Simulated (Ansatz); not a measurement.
BH$_{2}$, quartet: reading a ladder of total energies

Geometry: that of the BH2, doublet, kept fixed. The doublet lies 5.3 eV lower here.

```xyz
3

B     0.0000   -0.0800    0.0000
H     0.0000    0.4291   -1.0770
H     0.0000    0.4291    1.0770
```

Basis aug-cc-pVDZ; Ansatz 0.2.0. Only valence electrons are correlated (noble-gas cores frozen), which leaves 5 electrons in 40 orbitals. Prefix R: restricted or restricted open-shell reference; prefix U: unrestricted.

Full CI is exact within this basis and frozen core; it isn't the basis-set limit. The frozen core follows each run's orbitals, which can shift R against U totals by a few meV.

Runs differ by some tens of microhartree through their thresholds and, for an open shell, their frozen cores, so steps under 0.1 kcal/mol mean nothing.

| level | total energy (hartree) |
| --- | --- |
| UHF | -25.561004 |
| UMP2 | -25.626618 |
| UCCSD | -25.647300 |
| UCCSD(T) | -25.649660 |
| UCCSDT | -25.650324 |
| UCCSDT(Q) | -25.650412 |
| full CI | -25.650398 |

Q: What is the correlation energy at full CI, and what share of it do UMP2 and UCCSD(T) recover?

A: E(corr) = -25.650398 − (-25.561004) = -0.089394 hartree = -2.433 eV. UMP2: -0.065614 / -0.089394 = 73.40 %. UCCSD(T): -0.088656 / -0.089394 = 99.17 %.

Q: By how many kcal/mol does UCCSD(T) miss full CI (1 hartree = 627.509 kcal/mol), and which steps make up the rest?

A: -25.649660 − (-25.650398) = 0.000738 hartree = 0.46 kcal/mol. Steps: UCCSDT − UCCSD(T) = -0.42, UCCSDT(Q) − UCCSDT = -0.06, full CI − UCCSDT(Q) = 0.01 kcal/mol. That is within 1 kcal/mol of the reference in this basis, which itself misses far more of the correlation at the basis-set limit.
